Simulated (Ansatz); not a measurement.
Cost against result

The pair of NH$_{4}$⁺ (SMILES [NH4+], atoms 1–5) and SO$_{2}$ (SMILES O=S=O, atoms 6–8), both closed shells, in one local arrangement (a lower one may exist), relaxed at PBE0-D4/def2-TZVP:

```csv
atom,x (Å),y (Å),z (Å)
N1,0.0751,0.0658,-1.3505
H2,-0.2283,-0.8885,-1.5489
H3,0.0877,0.2323,-0.3138
H4,-0.5680,0.7222,-1.7953
H5,1.0117,0.2066,-1.7317
O6,-0.4931,-1.1841,2.7604
S7,-0.0527,0.1647,2.6588
O8,0.1676,0.6810,1.3210
```

Interaction energies are counterpoise-corrected; the time is that of the whole pair.

Program: Ansatz 0.2.0. Basis: as named in each row. Cores are frozen in the correlated methods. B3LYP uses VWN-RPA correlation. Extrapolation: Hartree–Fock as exp(−7.88 √X), correlation as X^−2.97.

Times are rough, for one single point on 4 threads of a shared host (Intel Xeon Platinum 8488C).

The estimate by CCSD(T) at an estimated basis limit (MP2 extrapolated from triple and quadruple zeta, plus CCSD(T) − MP2 in triple zeta) is -15.00 kcal/mol.

```json
{"method": "HF", "basis": "STO-3G", "time (s)": "under 1", "interaction energy (kcal/mol)": "-22.91", "method less estimate": "-7.91"}
{"method": "PBE-D4", "basis": "STO-3G", "time (s)": "under 1", "interaction energy (kcal/mol)": "-29.97", "method less estimate": "-14.97"}
{"method": "SPW92", "basis": "def2-SVP", "time (s)": "under 1", "interaction energy (kcal/mol)": "-20.62", "method less estimate": "-5.62"}
{"method": "B3LYP-D4", "basis": "6-31G", "time (s)": "under 1", "interaction energy (kcal/mol)": "-20.12", "method less estimate": "-5.12"}
{"method": "PBE-D4", "basis": "def2-SVP", "time (s)": "under 1", "interaction energy (kcal/mol)": "-17.80", "method less estimate": "-2.80"}
{"method": "PBE0-D4", "basis": "def2-SVP", "time (s)": "under 1", "interaction energy (kcal/mol)": "-17.96", "method less estimate": "-2.96"}
{"method": "PBE-D4", "basis": "def2-TZVPPD", "time (s)": "1", "interaction energy (kcal/mol)": "-15.69", "method less estimate": "-0.69"}
{"method": "revPBE-D4", "basis": "def2-TZVPPD", "time (s)": "1", "interaction energy (kcal/mol)": "-14.90", "method less estimate": "0.11"}
{"method": "BLYP-D4", "basis": "def2-TZVPPD", "time (s)": "1", "interaction energy (kcal/mol)": "-15.61", "method less estimate": "-0.60"}
{"method": "CCSD(T)", "basis": "def2-SVP", "time (s)": "1", "interaction energy (kcal/mol)": "-15.61", "method less estimate": "-0.61"}
{"method": "wB97M-V", "basis": "def2-SVP", "time (s)": "1", "interaction energy (kcal/mol)": "-18.03", "method less estimate": "-3.02"}
{"method": "HSE06-D4", "basis": "def2-TZVPPD", "time (s)": "1", "interaction energy (kcal/mol)": "-15.88", "method less estimate": "-0.88"}
{"method": "PBE0-D4", "basis": "def2-TZVPPD", "time (s)": "2", "interaction energy (kcal/mol)": "-15.92", "method less estimate": "-0.92"}
{"method": "B3LYP-D4", "basis": "def2-TZVPPD", "time (s)": "2", "interaction energy (kcal/mol)": "-16.04", "method less estimate": "-1.04"}
{"method": "r2SCAN-D4", "basis": "def2-TZVPPD", "time (s)": "2", "interaction energy (kcal/mol)": "-15.06", "method less estimate": "-0.05"}
{"method": "B97M-V", "basis": "def2-TZVPPD", "time (s)": "3", "interaction energy (kcal/mol)": "-15.14", "method less estimate": "-0.14"}
{"method": "wB97X-V", "basis": "def2-TZVPPD", "time (s)": "3", "interaction energy (kcal/mol)": "-15.26", "method less estimate": "-0.26"}
{"method": "B2PLYP", "basis": "def2-TZVPPD", "time (s)": "3", "interaction energy (kcal/mol)": "-14.63", "method less estimate": "0.37"}
{"method": "wB97M-V", "basis": "def2-TZVPPD", "time (s)": "4", "interaction energy (kcal/mol)": "-15.53", "method less estimate": "-0.52"}
{"method": "MP2", "basis": "def2-QZVPPD", "time (s)": "10", "interaction energy (kcal/mol)": "-14.42", "method less estimate": "0.58"}
{"method": "CCSD(T)", "basis": "def2-TZVPPD", "time (s)": "45", "interaction energy (kcal/mol)": "-14.55", "method less estimate": "0.46"}
```

T1 diagnostic: at most 0.023. The restricted Hartree–Fock reference is unstable towards an unrestricted one at one or more of these structures.
